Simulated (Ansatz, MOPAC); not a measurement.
Species: C$_{4}$H$_{5}$, net charge 0, doublet state. SMILES: C=C1[CH]C1

Atoms: C1, C2, C3, C4, H5, H6, H7, H8, H9. Bonds: C1-C2, C1-C3, C1-C4, C2-C3, C2-H5, C3-H6, C3-H7, C4-H8, C4-H9.

Bond lengths (Å) and angles (degrees) optimised at PM6 with MOPAC; HF/STO-3G with Ansatz (a quantum-chemistry and plane-wave program); HF/3-21G with Ansatz; B3LYP/LANL2DZ with Ansatz; B3LYP/6-31G* with Ansatz; MP2/6-31G* with Ansatz, each started from the B3LYP-D3(BJ)/def2-TZVP structure (Ansatz) of the last column. A row stands for all coordinates that are equal there; 13 of 21 kinds are shown. 6-31G* holds six Cartesian d functions. No wavenumbers were computed at HF/STO-3G, B3LYP/LANL2DZ, MP2/6-31G*, so these may be saddle points.

| coordinate | PM6 | HF/STO-3G | HF/3-21G | B3LYP/LANL2DZ | B3LYP/6-31G* | MP2/6-31G* | B3LYP-D3(BJ)/def2-TZVP |
|---|---|---|---|---|---|---|---|
| C1-C2 | 1.392 | 1.362 | 1.358 | 1.378 | 1.352 | 1.337 | 1.344 |
| C1-C3 | 1.506 | 1.500 | 1.517 | 1.538 | 1.513 | 1.508 | 1.505 |
| C1-C4 | 1.337 | 1.386 | 1.358 | 1.372 | 1.364 | 1.361 | 1.356 |
| C2-C3 | 1.486 | 1.490 | 1.511 | 1.527 | 1.491 | 1.492 | 1.487 |
| C2-H5 | 1.041 | 1.075 | 1.060 | 1.077 | 1.080 | 1.078 | 1.075 |
| C3-H6 | 1.090 | 1.086 | 1.075 | 1.092 | 1.095 | 1.092 | 1.090 |
| C4-H8 | 1.080 | 1.082 | 1.073 | 1.088 | 1.087 | 1.084 | 1.082 |
| C4-H9 | 1.079 | 1.082 | 1.072 | 1.087 | 1.085 | 1.083 | 1.081 |
| C2-C1-C3 | 61.6 | 62.5 | 63.2 | 62.9 | 62.4 | 62.9 | 62.6 |
| C2-C1-C4 | 151.8 | 151.2 | 150.5 | 150.9 | 151.7 | 151.4 | 151.5 |
| C3-C1-C4 | 146.6 | 146.3 | 146.3 | 146.2 | 145.9 | 145.7 | 145.9 |
| C1-C2-C3 | 63.0 | 63.3 | 63.6 | 63.7 | 64.1 | 64.1 | 64.0 |
| C1-C3-C2 | 55.5 | 54.2 | 53.3 | 53.4 | 53.5 | 52.9 | 53.4 |

Mean signed difference of all 9 bond lengths from B3LYP-D3(BJ)/def2-TZVP: PM6 -0.001 Å, HF/STO-3G 0.004 Å, HF/3-21G -0.001 Å, B3LYP/LANL2DZ 0.016 Å, B3LYP/6-31G* 0.006 Å, MP2/6-31G* 0.002 Å.
